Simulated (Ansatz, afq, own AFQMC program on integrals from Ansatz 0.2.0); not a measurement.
**Where AFQMC and coupled cluster stand for BO⁺, triplet**

```xyz
2

B     0.0000    0.0000    0.0000
O     0.0000    0.0000    1.2006
```

Basis cc-pVTZ. Only valence electrons are correlated. AFQMC by an in-house program on the Cholesky factors that Ansatz 0.2.0 writes for its CCSD(T) run. The CISD trial takes its coefficients from CCSD amplitudes. Released means that phaseless walkers are propagated on without the constraint, phases kept. Uncertainties: one standard error, sampling alone.

Determinant: UHF, the one that the program's search chose, which needn't be the lowest solution. The geometry is a PBE0/def2-TZVP stationary point of this or a neighbouring charge and spin state.

No full CI on the walks' own integrals is used here; CCSDT(Q) serves as the reference and is uncertain by about the last step of the cluster series.

Cautions: another spin lies lower.

The T1 diagnostic is 0.0181. The weight of the determinant in the CISD state is 0.935. The ⟨S²⟩ of the determinant is 2.004 and the size of the correlated space is 8 electrons in 58 orbitals.

Reference: CCSDT(Q), correlation energy -6.484 eV. The released energy is read at 2.40 1/Eh (meV from the phaseless value at times in 1/Eh: -13.2 ± 2.4 at 0.24, -16 ± 3 at 0.51, -4 ± 14 at 0.99, -18 ± 5 at 1.62, -18 ± 5 at 2.40).

```
         level  E − E(reference) (kcal/mol)  share of correlation (%)
            HF                       149.51                      0.00
           MP2                        15.15                     89.87
          CCSD                         5.51                     96.32
       CCSD(T)                         0.62                     99.58
         CCSDT                         0.19                     99.87
 ph-AFQMC/CISD                  0.52 ± 0.10                     99.65
released AFQMC                  0.11 ± 0.12                     99.93
```

A walk keeps the symmetry of its determinant, which the program's search chose and which needn't be the lowest solution, so a lower state of the same spin and another symmetry isn't excluded. Released energies are given only where the last usable release times agree within the noise; a slower fall can still hide under it.
